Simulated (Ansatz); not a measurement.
The input, for Ansatz 0.2.0:

```yaml
crystal:
  periodic: [false, false, false]
  atoms:
    - {symbol: B, position_ang: [-0.015433, -0.009008, 0.136729]}
    - {symbol: B, position_ang: [-0.016266, -0.025151, -1.397136]}
    - {symbol: H, position_ang: [0.031698, 0.034159, 1.260407]}
basis:
  gaussian: {orbitals: cc-pVTZ}
magnetization: {spin_polarized: true, initial_magnetization: 1}
correlation: {method: ccsd_t, electrons: outside_noble_gas}
```

```sh
$ ansatz run in.yaml --threads 1 --pin off --events-out ev --progress --plain --max-ram 2393MiB
```

(1) Roughly how long does this take on 1 thread of Intel Xeon, shared host, and how much host memory?

```
433 factors; integrals over basis functions are off by at most 1.3e-3 eV
mean field evaluation 1: about -1352.3477 eV, gradient 8.8e0 eV
mean field evaluation 2: about -1352.3477 eV, gradient 8.8e0 eV
mean field evaluation 4: about -1353.2463 eV, gradient 8.7e-1 eV
mean field evaluation 8: about -1353.2776 eV, gradient 3.0e-1 eV
mean field evaluation 16: about -1354.4338 eV, gradient 1.7e0 eV
mean field evaluation 32: about -1354.5514 eV, gradient 5.2e-3 eV
mean field evaluation 64: about -1353.2722 eV, gradient 4.8e-3 eV
mean field evaluation 96: about -1354.5495 eV, gradient 2.0e-6 eV
mean field evaluation 128: about -1354.4077 eV, gradient 2.7e-6 eV
mean field evaluation 160: about -1354.5513 eV, gradient 7.9e-2 eV
...
mean field evaluation 928: about -1351.4369 eV, gradient 3.6e-1 eV
mean field evaluation 960: about -1351.3928 eV, gradient 5.2e-1 eV
mean field evaluation 992: about -1351.4374 eV, gradient 1.5e-1 eV
mean field evaluation 1024: about -1351.3910 eV, gradient 5.3e-1 eV
mean field evaluation 1056: about -1353.6526 eV, gradient 6.1e-6 eV
mean field -1354.55140383 eV, -49.7788459429 hartree, gradient 1.9e-6 eV, S^2 1.764264; 22 other end points of the search recorded, 0 dependent functions left out
determinant -1354.55140383 eV, -49.7788459429 hartree, with singles and doubles -1358.81422379 eV, -49.9355016870 hartree
determinant -1354.54954268 eV, -49.7787775467 hartree, with singles and doubles -1358.81103653 eV, -49.9353845575 hartree
determinant -1354.40769440 eV, -49.7735647187 hartree, with singles and doubles -1358.78578805 eV, -49.9344566929 hartree
determinant -1353.65255238 eV, -49.7458137613 hartree, with singles and doubles -1358.20655660 eV, -49.9131703295 hartree
determinant -1353.65045836 eV, -49.7457368073 hartree, with singles and doubles -1358.20729859 eV, -49.9131975974 hartree
determinant -1353.42777319 eV, -49.7375532784 hartree, with singles and doubles -1358.08430290 eV, -49.9086775889 hartree
determinant -1353.27219817 eV, -49.7318360018 hartree, with singles and doubles -1358.00338240 eV, -49.9057038156 hartree
determinant -1353.27064505 eV, -49.7317789258 hartree, with singles and doubles -1357.99505616 eV, -49.9053978317 hartree
determinant -1351.67095574 eV, -49.6729914279 hartree, with singles and doubles -1356.76834845 eV, -49.8603171550 hartree
determinant -1351.66754791 eV, -49.6728661926 hartree, with singles and doubles -1356.77064119 eV, -49.8604014116 hartree
determinant -1354.55140383 eV, -49.7788459429 hartree, with singles and doubles -1358.78013672 eV, -49.9342490103 hartree
determinant -1354.54954268 eV, -49.7787775467 hartree, with singles and doubles -1358.77925179 eV, -49.9342164896 hartree
determinant -1354.40769440 eV, -49.7735647187 hartree, with singles and doubles -1358.74565223 eV, -49.9329817285 hartree
2 core orbitals not correlated: weight in the atoms' cores, before any rotation towards them, 1.000 or more for the frozen orbitals, at most 0.000 for the correlated occupied ones
reference -1354.40769440 eV, -49.7735647187 hartree; 4, 3 occupied and 68, 69 virtual orbitals, 433 factors
second order -3.41533251 eV of doubles, -0.00000000 eV of singles
cycle   1  -4.33795617 eV  change    1.7e-6 eV  update   5.4e-6
cycle   2  -4.33795082 eV  change    5.3e-6 eV  update   4.7e-6
cycle   3  -4.33794475 eV  change    6.1e-6 eV  update   3.1e-6
cycle   4  -4.33794039 eV  change    4.4e-6 eV  update   1.9e-6
cycle   5  -4.33793846 eV  change    1.9e-6 eV  update   1.2e-6
perturbative correction -0.32318753 eV, -0.0118769227 hartree
WARN: in the space of 8 natural orbitals, full CI finds another state of this spin 0.153 eV below this run's state, or below the method's energy where it doesn't find this run's state
WARN: the results are in doubt because among natural orbitals full CI differs from the method by +1.278 eV
Total energy: -1359.06882039 eV, -49.9448579395 hartree
In doubt: among natural orbitals full CI differs from the method by +1.278 eV
```

Results:

(1) 72 s wall and 0.29 GiB.
